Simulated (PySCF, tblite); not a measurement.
# C4H9O2 radical: geometry, infrared bands and EPR parameters

Wanted: the infrared bands and EPR parameters of C4H9O2 radical (`[CH2]O[C@H](C)CO`), by calculation.

The runs use tblite 0.8.0 and PySCF 2.14.0, with density-fitted response routines of our own; the level of theory stands in each step. All values are computed, except where a source is named. Atoms count from 0, in the outputs and in this text.

### 1 Starting geometry

15 atoms, charge 0, multiplicity 2; geometry from: force field or distance geometry start.

Bonds of the start (Å): C0–O1 1.37, O1–C2 1.42, C2–C3 1.54, C2–C4 1.55, C4–O5 1.42, C0–H6 1.08, C0–H7 1.08, C2–H8 1.10, C3–H9 1.10, C3–H10 1.09, C3–H11 1.09, C4–H12 1.09, C4–H13 1.10, O5–H14 0.98.

### 2 Optimising the geometry with GFN2-xTB

The job: settings as JSON, then the geometry in Å.

```
{"job": {"kind": "relax", "xc": "GFN2-xTB", "basis": "xTB"}, "charge": 0, "multiplicity": 2}
C      2.207300    -0.225800     0.442700
O      0.884900    -0.175600     0.783800
C     -0.008700    -0.255300    -0.319700
C     -0.284200     1.163800    -0.859900
C     -1.307600    -0.912400     0.198400
O     -1.905800    -0.145700     1.235700
H      2.481700    -0.048200    -0.584200
H      2.878400    -0.201900     1.289800
H      0.397900    -0.890300    -1.117800
H     -0.624400     1.824500    -0.048000
H      0.630900     1.593400    -1.259500
H     -1.041100     1.141600    -1.642700
H     -1.095100    -1.902600     0.607900
H     -2.036900    -1.017100    -0.615800
H     -1.181600     0.059600     1.867400
```

Started as:

```sh
OMP_NUM_THREADS=1 python probes_run.py task.json out
```

One launch serves the whole session: the jobs run in the order shown.

Output:

```text
step      E/eV     max force
  0    -576.62644    0.721
  1    -576.65493    0.314
  2    -576.66579    0.249
  3    -576.67286    0.197
  4    -576.67693    0.140
  5    -576.67928    0.130
  6    -576.68117    0.100
  7    -576.68263    0.123
  8    -576.68394    0.140
  9    -576.68508    0.118
 10    -576.68594    0.067
 11    -576.68654    0.067
 12    -576.68710    0.059
 13    -576.68777    0.082
 14    -576.68848    0.079
 15    -576.68910    0.070
 16    -576.68958    0.052
 17    -576.68999    0.058
 18    -576.69041    0.054
 19    -576.69083    0.048
 20    -576.69125    0.057
 21    -576.69169    0.064
 22    -576.69219    0.060
 23    -576.69265    0.050
 24    -576.69301    0.044
 25    -576.69333    0.041
 26    -576.69372    0.056
 27    -576.69418    0.066
 28    -576.69463    0.065
 29    -576.69504    0.060
 30    -576.69548    0.054
 31    -576.69600    0.063
 32    -576.69650    0.065
 33    -576.69692    0.044
 34    -576.69730    0.055
 35    -576.69770    0.060
 36    -576.69815    0.055
 37    -576.69855    0.063
 38    -576.69881    0.038
 39    -576.69901    0.048
 40    -576.69918    0.035
 41    -576.69933    0.018
 42    -576.69937    0.015
 43    -576.69943    0.015
 44    -576.69947    0.014
 45    -576.69950    0.015
 46    -576.69952    0.012
 47    -576.69954    0.010
 48    -576.69956    0.010
 49    -576.69958    0.010
 50    -576.69960    0.010
```

It took 0.16 s on 1 thread of Arm Neoverse V2, shared host.

Along the way: (not every step is listed)

| step | energy from step 0 (eV) | largest force (eV/Å) |
| --- | --- | --- |
| 0 | 0.0000 | 0.7211 |
| 1 | -0.0285 | 0.3135 |
| 2 | -0.0394 | 0.2493 |
| 3 | -0.0464 | 0.1972 |
| 4 | -0.0505 | 0.1404 |
| 5 | -0.0528 | 0.1303 |
| 6 | -0.0547 | 0.1000 |
| 7 | -0.0562 | 0.1230 |
| 8 | -0.0575 | 0.1400 |
| 11 | -0.0601 | 0.0671 |
| 14 | -0.0620 | 0.0793 |
| 17 | -0.0635 | 0.0584 |
| 20 | -0.0648 | 0.0571 |
| 23 | -0.0662 | 0.0501 |
| 26 | -0.0673 | 0.0558 |
| 29 | -0.0686 | 0.0597 |
| 32 | -0.0701 | 0.0650 |
| 35 | -0.0713 | 0.0602 |
| 38 | -0.0724 | 0.0382 |
| 41 | -0.0729 | 0.0185 |
| 44 | -0.0730 | 0.0142 |
| 45 | -0.0731 | 0.0149 |
| 46 | -0.0731 | 0.0118 |
| 47 | -0.0731 | 0.0100 |
| 48 | -0.0731 | 0.0101 |
| 49 | -0.0731 | 0.0100 |
| 50 | -0.0732 | 0.0099 |

Distances of close pairs at the start and the end, largest changes first:

| bond | before (Å) | after (Å) | change (Å) |
| --- | --- | --- | --- |
| C4–O5 | 1.422 | 1.401 | -0.021 |
| O5–H14 | 0.983 | 0.966 | -0.017 |
| C2–C3 | 1.543 | 1.528 | -0.015 |
| C3–H9 | 1.101 | 1.087 | -0.013 |
| C0–H7 | 1.081 | 1.070 | -0.011 |
| C2–C4 | 1.545 | 1.537 | -0.008 |
| C4–H12 | 1.092 | 1.100 | +0.008 |
| C0–O1 | 1.367 | 1.360 | -0.007 |

The next job starts from the end point, and lists it.

### 3 Infrared spectrum with GFN2-xTB

The job: settings as JSON, then the geometry in Å.

```
{"job": {"kind": "ir", "xc": "GFN2-xTB", "basis": "xTB"}, "charge": 0, "multiplicity": 2}
C      2.207939    -0.219984     0.430228
O      0.886887    -0.265031     0.749739
C     -0.033316    -0.271987    -0.329474
C     -0.262815     1.145992    -0.851831
C     -1.333515    -0.882063     0.218987
O     -1.858077    -0.130154     1.278263
H      2.515295    -0.145148    -0.595132
H      2.852621     0.037209     1.244573
H      0.353451    -0.910102    -1.137795
H     -0.760435     1.738823    -0.088330
H      0.688702     1.612055    -1.097341
H     -0.885834     1.117219    -1.740817
H     -1.131779    -1.915034     0.538628
H     -2.095115    -0.896985    -0.562895
H     -1.148423    -0.006821     1.921284
```

Output:

```text
mode    cm-1     km/mol
  1      89.4      0.13
  2     100.0      4.87
  3     177.6      5.73
  4     182.9      3.75
  5     221.4      0.92
  6     275.3     38.36
  7     321.1     24.66
  8     345.6      3.26
  9     433.5    180.51
 10     442.2      7.88
 11     642.1     10.89
 12     837.9      9.06
 13     915.4      6.93
 14     937.8      9.21
 15    1013.5     20.55
 16    1052.5     50.26
 17    1096.7     33.87
 18    1118.6      1.07
 19    1141.8     52.05
 20    1194.3     31.66
 21    1259.9     35.11
 22    1283.0     30.18
 23    1308.5     30.42
 24    1318.6     14.56
 25    1344.0     76.96
 26    1369.4     17.01
 27    1395.4      9.33
 28    1465.1      2.28
 29    1478.9      2.45
 30    1482.9      3.70
 31    2870.4     37.97
 32    2879.1     85.66
 33    2992.7     25.38
 34    3037.0     23.33
 35    3048.5     10.31
 36    3053.3     25.26
 37    3118.4     30.04
 38    3187.7     24.71
 39    3521.8     20.22
```

Run time: 0.24 s. Hardware: 1 thread of Arm Neoverse V2, shared host.

The strongest bands and the atoms that carry them (share of the mass-weighted mode):

| cm⁻¹ | km/mol | atoms |
| --- | --- | --- |
| 275 | 38.4 | H7 74 %, C0 12 % |
| 434 | 180.5 | H14 64 %, O1 10 % |
| 1052 | 50.3 | H7 13 %, O5 12 %, H11 12 %, C4 10 % |
| 1142 | 52.0 | C4 26 %, C2 22 %, O5 12 % |
| 1260 | 35.1 | O1 40 %, C0 23 %, H6 13 % |
| 1344 | 77.0 | H13 37 %, H14 27 %, C4 18 %, H12 10 % |
| 2870 | 38.0 | H8 83 %, H12 10 % |
| 2879 | 85.7 | H12 83 %, H8 10 % |

### 4 g tensor and hyperfine couplings: B3LYP/pcH-1

Settings changed since step 3:

```diff
@@ -1,2 +1,2 @@
-{"job": {"kind": "ir", "xc": "GFN2-xTB", "basis": "xTB"}, "charge": 0, "multiplicity": 2}
+{"job": {"kind": "epr", "basis": "pcH-1"}, "charge": 0, "multiplicity": 2}
 C      2.207939    -0.219984     0.430228
```

Level: UKS B3LYP, pcH-1 on C H O, non-relativistic, mean-field spin-orbit, GIAO.

Output:

```text
UKS, coarse grid
  cycle   1  E = -308.11827561  |g| = 5.85e-01
  cycle   2  E = -307.95214898  |g| = 9.04e-01
  cycle   3  E = -308.23691561  |g| = 8.85e-02
  cycle   4  E = -308.23928371  |g| = 4.39e-02
  cycle   5  E = -308.23999504  |g| = 1.34e-02
  cycle   6  E = -308.24005085  |g| = 4.31e-03
  cycle   7  E = -308.24005970  |g| = 1.03e-03
  cycle   8  E = -308.24006017  |g| = 4.65e-04
UKS, final grid
  cycle   1  E = -308.24000801  |g| = 5.03e-04
  cycle   2  E = -308.24000796  |g| = 6.17e-04
  cycle   3  E = -308.24000813  |g| = 5.28e-05
  cycle   4  E = -308.24000813  |g| = 2.89e-05
E = -308.24000813 Eh   <S^2> = 0.7535 (exact 0.7500)
g shifts (ppm)      1          2          3
  rmc          -190       -190       -190
  gc             -3         41         34
  oz_so          -7       1388       2220
  total        -200       1240       2065
hyperfine (MHz)  atom isotope    a_iso     a_fc   dipolar eigenvalues
    0   13C     113.12     113.12    -75.99    -74.69    150.68
    1   17O     -28.98     -28.98    -72.05     34.68     37.37
    2   13C      -4.23      -4.23     -1.80     -0.79      2.60
    3   13C       1.40       1.40     -1.90     -0.60      2.50
    4   13C       0.79       0.79     -0.58     -0.52      1.11
    5   17O       0.07       0.07     -0.54      0.22      0.32
    6    1H     -54.46     -54.46    -36.44      0.13     36.31
    7    1H     -51.40     -51.40    -35.99     -0.55     36.55
    8    1H       5.66       5.66     -4.15     -3.75      7.90
    9    1H       0.30       0.30     -1.97     -1.59      3.56
   10    1H      -0.99      -0.99     -4.02     -2.25      6.27
   11    1H      -0.15      -0.15     -1.66     -1.11      2.77
   12    1H      -0.21      -0.21     -1.98     -1.82      3.80
   13    1H      -0.52      -0.52     -1.09     -0.96      2.05
   14    1H       0.10       0.10     -2.16     -2.03      4.19
```

Run time: 32 s. Hardware: 1 thread of Arm Neoverse V2, shared host; peak memory 0.96 GiB.

Principal g values 2.00212, 2.00356, 2.00438; g(iso) = 2.00335, against 2.00232 for a free electron.

Hyperfine couplings; where a row names several nuclei, a(iso) is their mean (it holds for fast rotation or exchange) and the dipolar term the largest among them:

| nuclei | isotope | a(iso) (MHz) | a(iso) (G, at g = 2.0023) | largest dipolar term (MHz) |
| --- | --- | --- | --- | --- |
| C0 | 13C | 113.1 | 40.4 | 150.7 |
| H6, H7 | 1H | -52.9 | -18.9 | 36.5 |
| O1 | 17O | -29.0 | -10.3 | -72.0 |
| H8 | 1H | 5.7 | 2.0 | 7.9 |
| C2 | 13C | -4.2 | -1.5 | 2.6 |
| C3 | 13C | 1.4 | 0.5 | 2.5 |
| C4 | 13C | 0.8 | 0.3 | 1.1 |
| H13 | 1H | -0.5 | -0.2 | 2.1 |
| H9, H10, H11 | 1H | -0.3 | -0.1 | 6.3 |
| H12 | 1H | -0.2 | -0.1 | 3.8 |
| H14 | 1H | 0.1 | 0.0 | 4.2 |
| O5 | 17O | 0.1 | 0.0 | -0.5 |

Mulliken spin populations:

C0 0.94; O1 0.13; C2 -0.01; C3 0.01; C4 0.00; O5 0.00; H6 -0.04; H7 -0.04; H8 0.01; H9 0.00; H10 0.00; H11 0.00; H12 0.00; H13 0.00; H14 0.00

In first order the couplings over 0.8 MHz of 1H give 6 distinct lines over 39.8 G, if the averaged nuclei exchange fast.

Orbitals, density, ELF and potential are computed afterwards from the orbital file.

ELF in a plane through or near 4 of the atoms.

Values, 10 rows by 14 columns:
```
0.00 0.00 0.00 0.00 0.00 0.00 0.00 0.00 0.00 0.00 0.00 0.00 0.00 0.00
0.00 0.00 0.00 0.00 0.00 0.00 0.00 0.00 0.00 0.00 0.00 0.00 0.00 0.00
0.00 0.00 0.01 0.12 0.09 0.01 0.03 0.00 0.00 0.00 0.00 0.00 0.00 0.00
0.00 0.00 0.55 0.96 0.72 0.24 0.86 0.20 0.07 0.20 0.36 0.06 0.00 0.00
0.00 0.00 0.30 0.86 0.19 0.84 0.27 0.21 0.42 0.83 0.37 0.07 0.00 0.00
0.00 0.00 0.04 0.43 0.73 0.17 0.31 0.62 0.23 0.16 0.03 0.00 0.00 0.00
0.00 0.00 0.01 0.09 0.02 0.63 0.79 0.49 0.39 0.02 0.00 0.00 0.00 0.00
0.00 0.00 0.00 0.00 0.25 0.99 0.90 0.71 0.91 0.36 0.00 0.00 0.00 0.00
0.00 0.00 0.00 0.00 0.00 0.11 0.06 0.12 0.37 0.05 0.00 0.00 0.00 0.00
0.00 0.00 0.00 0.00 0.00 0.00 0.00 0.00 0.00 0.00 0.00 0.00 0.00 0.00
```
The map spans 10.8 Å across and 9.5 Å up, centred on the molecule. Atoms in the plane (x, y in Å): C0 (-2.1, 0.7), O1 (-0.8, 0.8), C3 (0.1, -1.4), H10 (-0.9, -1.8).

On the surface of density 0.002 e/bohr³ the electrostatic potential runs, from the 1st to the 99th percentile, from -1.61 V near O5 to 1.56 V near H14.

The spin density lies nearest to C0 59 %; O1 17 %; H6, H7 about 10 % each.

### 5 Results

```
                                 quantity                 value
strongest single infrared mode (GFN2-xTB)  434 cm⁻¹, 181 km/mol
             zero-point energy (GFN2-xTB)         77.1 kcal/mol
                           g(iso) (B3LYP)               2.00335
                                     ⟨S²⟩    0.753 (exact 0.75)
       largest a(iso) (averaged by class)  13C on C0, 113.1 MHz
    surface potential, 1st and 99th percentile    -1.61 V and 1.56 V
```

**Reading.** The optimisation took 50 steps and gained 0.073 eV; among the close pairs (by a distance rule), C4–O5 changed most, from 1.422 to 1.401 Å. No mode is imaginary among the 39: a minimum at this level. The strongest single mode, at 434 cm⁻¹, moves mainly H14. GFN2-xTB is a fitted tight-binding method: band positions and strengths are rough. Its intensities can rank the bands wrongly. Most of the unpaired spin sits on C0 (0.94 e). The isotropic g lies 1.0 ppt above the free-electron value.
